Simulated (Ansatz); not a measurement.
Input for Ansatz (development build ahead of 0.2.0):

```yaml
crystal:
  periodic: [false, false, false]
  atoms:
    - { symbol: B, position_ang: [0.02412, 0.04353, -0.9595] }
    - { symbol: Si, position_ang: [-0.00159, 0.02539, 0.99774] }
basis:
  gaussian: { orbitals: def2-SVP }
magnetization:
  initial_magnetization: 3
hamiltonian:
  xc: hf
correlation:
  method: ccsd_t
  frozen_orbitals: { B: 1, Si: 5 }
scf:
  omitted_lower_state_checks: [stability, starts, atomic_configurations, cluster_reference, orbital_swaps, given_window_search, neighbouring_geometries, increment]
```

The input is written out in the form of the current development build from the run's settings. Correlation on restricted open-shell orbitals is semicanonical, with singles.

The run gave:

```
Converged          : yes
Reference energy   : -313.33902 hartree
Correlation energy : -0.14765 hartree
Total energy       : -313.48668 hartree
```
